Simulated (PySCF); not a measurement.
# Reproducing measurements on C2H6S

**Experimental background.**

From NIST CCCBDB Release 22 (SRD 101), experimental dipoles, for the gas: dipole moment (microwave Stark effect, vibrational ground state) 1.5 D.

From NIST CCCBDB Release 22 (SRD 101), experimental polarizabilities, for the gas: mean polarisability 7.55 Å³.

The results are set against them at the end.

C₂H₆S.
Atom-mapped SMILES: `[CH3:1][S:2][CH3:3]` (hydrogens: H4, H5, H6 on C1; H7, H8, H9 on C3)

Structure used (GFN2-xTB), in Å, numbered top down from 1:
```xyz
9
C2H6S angstrom
C     -1.3699   -0.1001   -0.0372
S      0.0823   -1.1200   -0.4162
C      1.3746    0.0760    0.0226
H     -1.3615    0.7886   -0.6623
H     -2.2457   -0.7010   -0.2574
H     -1.3590    0.1717    1.0149
H      2.3282   -0.4051   -0.1647
H      1.2763    0.9615   -0.5994
H      1.2882    0.3345    1.0745
```

Runs made with PySCF (gas phase, on this GFN2-xTB geometry; no spin–orbit coupling):

```csv
level,job,basis functions,wall time
CAM-B3LYP/def2-SVPD,"8 singlets by full TDDFT, 3 Tamm–Dancoff triplets, polarisability",115,9.7 s
```

Hardware: an x86-64 server with one thread (shared host).

## Comparison

**Dipole moment.** Measured: 1.5 D (NIST CCCBDB Release 22 (SRD 101), experimental dipoles).

| level | computed (D) | computed − measured (D) | % (from the printed values) |
| --- | --- | --- | --- |
| CAM-B3LYP/def2-SVPD | 1.69 | +0.19 | +13 |

The computed dipoles belong to one fixed geometry; measured ones are averaged over vibrations unless marked μe. Magnitudes are compared, not signs.

**Mean polarisability.** Measured: 7.55 Å³ (NIST CCCBDB Release 22 (SRD 101), experimental polarizabilities).

```
              level  computed (Å³)  computed − measured (Å³)  % (from the printed values)
CAM-B3LYP/def2-SVPD           7.11                     -0.44                           -6
```

The computed values are static and purely electronic, with core orbitals frozen in the response (1 au = 0.148185 Å³). The table of measured values doesn't say here whether a value is static or optical, or holds a vibrational part.

The geometry is computed, not the measured one. Where a level misses, the cause wasn't examined.
